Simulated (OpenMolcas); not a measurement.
# PH⁺ in OpenMolcas, from active space to Ω levels

Which states of PH⁺ lie lowest, and how does spin–orbit coupling split them?

Program: OpenMolcas 26.06. Level of theory: SA-CASSCF(5,5), XMS-CASPT2, RASSI; ANO-RCC-VTZP. These are calculated values, not measurements.

## 1. Input

C2 symmetry about the axis (a holds Σ, Δ, Γ; b holds Π, Φ, H; Σ⁺ and Σ⁻ are not told apart); roots by multiplicity and irrep: 2b 4, 4a 2, 2a 5, 4b 2.

Active shells: P 3s 3p, H 1s.

Input file m.inp:

```
&GATEWAY
Coord
2
angstrom
P 0.0 0.0 0.0
H 0.0 0.0 1.4480
Basis=ANO-RCC-VTZP
Group=XY
RX2C
AMFI
ANGMom
0.0 0.0 0.0
RICD
&SEWARD
&GUESSORB
&RASSCF
FileOrb=$CurrDir/o22.orb
Symmetry=2
Spin=2
nActEl=5 0 0
Inactive=3 2
RAS2=3 2
CIRoot=4 4 1
Linear
Iterations=120 100
OrbListing=Nothing
PRWF=0.15
>>COPY $Project.RasOrb $CurrDir/o22.orb
>>COPY $Project.rasscf.h5 $CurrDir/r22.h5
&CASPT2
XMultistate=all
Imaginary=0.2
IPEA=0.25
MaxIter=40
>>COPY $Project.JobMix JOB001
&RASSCF
FileOrb=$CurrDir/o41.orb
Symmetry=1
Spin=4
nActEl=5 0 0
Inactive=3 2
RAS2=3 2
CIRoot=2 2 1
Linear
Iterations=120 100
OrbListing=Nothing
PRWF=0.15
>>COPY $Project.RasOrb $CurrDir/o41.orb
>>COPY $Project.rasscf.h5 $CurrDir/r41.h5
&CASPT2
XMultistate=all
Imaginary=0.2
IPEA=0.25
MaxIter=40
>>COPY $Project.JobMix JOB002
&RASSCF
FileOrb=$CurrDir/o21.orb
Symmetry=1
Spin=2
nActEl=5 0 0
Inactive=3 2
RAS2=3 2
CIRoot=5 5 1
Linear
Iterations=120 100
OrbListing=Nothing
PRWF=0.15
>>COPY $Project.RasOrb $CurrDir/o21.orb
>>COPY $Project.rasscf.h5 $CurrDir/r21.h5
&CASPT2
XMultistate=all
Imaginary=0.2
IPEA=0.25
MaxIter=40
>>COPY $Project.JobMix JOB003
&RASSCF
FileOrb=$CurrDir/o42.orb
Symmetry=2
Spin=4
nActEl=5 0 0
Inactive=3 2
RAS2=3 2
CIRoot=2 2 1
Linear
Iterations=120 100
OrbListing=Nothing
PRWF=0.15
>>COPY $Project.RasOrb $CurrDir/o42.orb
>>COPY $Project.rasscf.h5 $CurrDir/r42.h5
&CASPT2
XMultistate=all
Imaginary=0.2
IPEA=0.25
MaxIter=40
>>COPY $Project.JobMix JOB004
&RASSI
Nr of JobIphs=4 4 2 5 2
1 2 3 4
1 2
1 2 3 4 5
1 2
SpinOrbit
EJob
Omega
MEES
MESO
Properties=4
'AngMom' 3 'Mltpl  1' 1 'Mltpl  1' 2 'Mltpl  1' 3
Thrs=1.0d-4
>>COPY $Project.rassi.h5 $CurrDir/so.h5
```

Each module block was a call of its own in one work directory; start orbitals came from a preliminary run.

On the command line:

```console
$ pymolcas m.inp
```

## 2. The spin-free blocks

Further steps of the session: From Λ–S states to Ω levels.

Q: Predict the outcome of this session. Wanted: lowest spin-free state; next spin-free state; lowest level; next level; lowering by spin–orbit coupling.

The runs gave:

| quantity | value |
| --- | --- |
| lowest spin-free state | (1)2Π |
| next spin-free state | (1)4Σ, 1.655 eV |
| lowest level | Ω = 1/2, 100 % (1)2Π |
| next level | Ω = 3/2, 251 cm⁻¹ |
| lowering by spin–orbit coupling | 127 cm⁻¹ |

What this shows: At 1.448 Å the lowest computed level has Ω = 1/2 and is 100 % (1)2Π. The levels that stem mainly from (1)2Π spread over 251 cm⁻¹. Only the spin multiplicities and numbers of roots in the input were computed, so the list of states is not complete and the lowest one found need not be the ground state; labels number the states computed.
